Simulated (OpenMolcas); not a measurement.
**C2HCl2F (SMILES FC=C(Cl)Cl): SCAN/ANO-R2 (DKH3, RICD fitting)**

What is the vertical ionisation energy of C2HCl2F at SCAN/ANO-R2 (DKH3, RICD fitting)? 

Program for the calculation: OpenMolcas 26.06.

**1. Starting point**

C2HCl2F: 6 atoms, total charge 0, spin state singlet. As SMILES, `FC=C(Cl)Cl`. The coordinates come from a GFN2-xTB relaxation.

Bond lengths: F1–C2 1.336 Å, C2–C3 1.329 Å, C3–Cl4 1.714 Å, C3–Cl5 1.714 Å, C2–H6 1.079 Å. Angles: F1–C2–C3 121.8°, C2–C3–Cl4 123.7°, C2–C3–Cl5 120.2°, Cl4–C3–Cl5 116.1°, F1–C2–H6 113.4°, C3–C2–H6 124.8°.

**2. A single-point energy at SCAN/ANO-R2 (DKH3, RICD fitting)**

job.input reads:

```
&gateway
  coord
  6
  angstrom
  F        0.377390      -1.455220       1.030310
  C        0.337900      -0.177220       0.642990
  C       -0.250130       0.193360      -0.490060
  Cl      -1.011930      -0.900910      -1.567580
  Cl      -0.276230       1.844560      -0.948520
  H        0.823010       0.495430       1.332860
  basis=ANO-R2
  group=NoSym
  ricd

&seward
  relativistic=R03O02
  expert

&scf
  ksdft=2
  1.0 MGGA_X_SCAN
  1.0 MGGA_C_SCAN
  prorbitals=0
```

The run is started by

```bash
$ export MOLCAS_MEM=1860
$ pymolcas job.input > job.log
```

The log of the run:

```text
--- Start Module: gateway ---
[...]
--- Stop Module: gateway /rc=_RC_ALL_IS_WELL_ ---
[...]
--- Start Module: seward ---
[...]
 ###    WARNING:  EXPERT option is ON!                                       ###
 ###############################################################################
               SEWARD will generate:
[...]
      Basis functions          191
--- Stop Module: seward /rc=_RC_ALL_IS_WELL_ ---
[...]
--- Start Module: scf ---
[...]
       Convergence after  13 Iterations
[...]
::    Total KS-DFT energy                           -1100.1114038175
[...]
      Total spin, S                                     0.0000000000
[...]
      Total electronic charge=   56.000000
      Total            charge=   -0.000000
[...]
      Dipole Moment (debye):
      Origin of the operator (angstrom)=   -0.3159    0.0530   -0.5725
                   X=  4.5223E-01               Y=  8.0381E-01               Z=  5.9920E-01           Total=  1.0998E+00
      Quadrupole Moment (debye*angstrom):
[...]
--- Stop Module: scf /rc=_RC_ALL_IS_WELL_ ---
[...]
```

It took 57 s on 1 thread of Arm Neoverse V1, shared host; peak memory 0.46 GiB.

**3. The doublet cation**

job.input reads:

```
* C2HCl2F Kohn-Sham DFT
&GATEWAY
Coord
6
angstrom
F        0.377390      -1.455220       1.030310
C        0.337900      -0.177220       0.642990
C       -0.250130       0.193360      -0.490060
Cl      -1.011930      -0.900910      -1.567580
Cl      -0.276230       1.844560      -0.948520
H        0.823010       0.495430       1.332860
Basis=ANO-R2
Group=NoSym
RICD
&SEWARD
Relativistic=R03O02
Expert
&SCF
UHF
Charge=1
Spin=2
KSDFT=2
1.0 MGGA_X_SCAN
1.0 MGGA_C_SCAN
PrOrbitals=0
```

The run is started by

```bash
$ export MOLCAS_MEM=1860
$ pymolcas job.input > job.log
```

The log of the run:

```text
--- Start Module: gateway ---
[...]
--- Stop Module: gateway /rc=_RC_ALL_IS_WELL_ ---
[...]
--- Start Module: seward ---
[...]
 ###    WARNING:  EXPERT option is ON!                                       ###
 ###############################################################################
               SEWARD will generate:
[...]
      Basis functions          191
--- Stop Module: seward /rc=_RC_ALL_IS_WELL_ ---
[...]
--- Start Module: scf ---
[...]
       Convergence after  23 Iterations
[...]
::    Total KS-DFT energy                           -1099.7632937466
[...]
      Total spin, S                                     0.5016375357
[...]
      Total electronic charge=   55.000000
      Total            charge=    1.000000
[...]
      Dipole Moment (debye):
      Origin of the operator (angstrom)=   -0.3159    0.0530   -0.5725
                   X=  8.9340E-01               Y=  1.1719E+00               Z=  1.2901E+00           Total=  1.9586E+00
      Center of Charge (angstrom)
[...]
--- Stop Module: scf /rc=_RC_ALL_IS_WELL_ ---
[...]
```

It took 2.1 min on 1 thread of Arm Neoverse V1, shared host; peak memory 0.47 GiB.

**4. What came out**

Level: SCAN/ANO-R2 (DKH3, RICD fitting).

```
                                          quantity           value
                     singlet C2HCl2F: total energy  -1100.11140 Eh
                    singlet C2HCl2F: dipole moment          1.10 D
                      singlet C2HCl2F: HOMO energy        -6.44 eV
                      singlet C2HCl2F: LUMO energy        -1.25 eV
                    singlet C2HCl2F: HOMO–LUMO gap         5.19 eV
                      doublet cation: total energy  -1099.76329 Eh
doublet cation: HOMO energy (highest over α and β)       -13.78 eV
 doublet cation: LUMO energy (lowest over α and β)       -12.50 eV
                              doublet cation: ⟨S²⟩           0.753
vertical ionisation energy (to the doublet cation)        9.473 eV
```

**Reading.** This program's gradients are faulty for this kind of reference, so any forces in the log (doublet cation) can't be trusted; the energy can. Removing an electron at fixed nuclei costs 9.47 eV (914 kJ/mol). −ε(HOMO) before ionisation, 6.44 eV, is 3.03 eV below this ionisation energy. Mulliken charges (doublet cation) run from -0.01 on F1 to +0.28 on C2.
